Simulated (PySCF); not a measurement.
Species: C5H12N (charge +1).
SMILES: `C[NH2+]CC1CC1`

Torsions of this conformer, `[CH3:1][NH2+:2][CH2:3][CH:4]1[CH2:5][CH2:6]1`: C1–N2–C3–C4 -177°, N2–C3–C4–C5 77°.

The closed-shell ground state was solved at several levels (PySCF, density fitting, gas phase, non-relativistic). One conformer (not necessarily the lowest) at the PBE0-D3(BJ)/def2-SVP geometry, without solvent, vibrations or thermal averaging.

| level | basis functions | HOMO (eV) | LUMO (eV) | gap (eV) |
| --- | --- | --- | --- | --- |
| CAM-B3LYP/def2-SVPD | 216 | -14.10 | -3.65 | 10.45 |
| PBE0/pcSseg-1 | 162 | -12.72 | -4.24 | 8.48 |

**Question.** What might B3LYP/pcJ-1 (282 basis functions) give for the same quantities?

**Answer.** HOMO -12.45 eV, LUMO -4.58 eV, gap 7.87 eV.

**Question.** Over all these levels, which gives the widest orbital gap and which the narrowest?

**Answer.** CAM-B3LYP/def2-SVPD (range-separated hybrid) has the widest, 10.45 eV, and B3LYP/pcJ-1 (global hybrid, 20 % exact exchange) the narrowest, 7.87 eV. Functional and basis both differ between the two, so the spread mixes both effects.
